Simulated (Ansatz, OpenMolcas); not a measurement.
Heat of formation of CHCl2F (dichlorofluoromethane) from total energies

CHCl2F has 5 atoms, charge 0, and is taken as a singlet. As SMILES, `FC(Cl)Cl`. The shape is that of a PBE0-D4/def2-TZVP optimisation.

Total energies at M06-2X/def2-SVPD (OpenMolcas 26.06); the atoms run unrestricted:

| species | state | energy (Eh) |
| --- | --- | --- |
| CHCl2F | singlet | -1058.486757 |
| F | doublet | -99.617938 |
| C | triplet | -37.797056 |
| Cl | doublet | -459.984172 |
| H | doublet | -0.497412 |

Harmonic wavenumbers at PBE0-D4/def2-TZVP, in cm⁻¹: 276, 370, 464, 747, 811, 1121, 1256, 1335, 3154.

Measured heats of formation of the gaseous atoms at 298.15 K, in kJ/mol: F 79.4, C 716.9, Cl 121.3, H 218.0. Spin-orbit lowering of the atoms at 298 K (mean of the ground term's levels less their thermal mean, from spectra), in kJ/mol: F 1.29, C 0.02, Cl 3.44. Take 1 Eh = 2625.50 kJ/mol, 1 cm⁻¹ = 0.0119627 kJ/mol, RT = 2.479 kJ/mol.

What heat of formation follows?


1. Electronic atomisation energy: (-99.617938) + (-37.797056) + 2 × (-459.984172) + (-0.497412) − (-1058.486757) = 0.606007 Eh = 1591.1 kJ/mol.
2. Zero-point energy: half the sum of the wavenumbers, 4767 cm⁻¹ = 57.0 kJ/mol.
3. Thermal vibrational enthalpy, Σ hcν̃/(exp(hcν̃/kT) − 1): 3.3 kJ/mol. Translation, rotation and pV of a non-linear molecule: 4 RT = 9.9 kJ/mol.
4. The 5 free atoms carry 5/2 RT each: 31.0 kJ/mol.
5. Spin-orbit coupling lowers the free atoms by 1.29 + 0.02 + 2 × 3.44 = 8.2 kJ/mol.
6. Atomisation enthalpy at 298 K: 1591.1 − 8.2 − 57.0 − 3.3 − 9.9 + 31.0 = 1543.7 kJ/mol.
7. Sum of the atoms' heats of formation: 1256.9 kJ/mol. Heat of formation: 1256.9 − 1543.7 = -286.8 kJ/mol.

The tabulated value is -284.5 kJ/mol (Active Thermochemical Tables), so this level is off by -2.3 kJ/mol, or 0.1 % of the atomisation enthalpy. So close a hit in a small basis owes something to errors that cancel. Anharmonicity and any spin-orbit splitting of the molecule are left out.
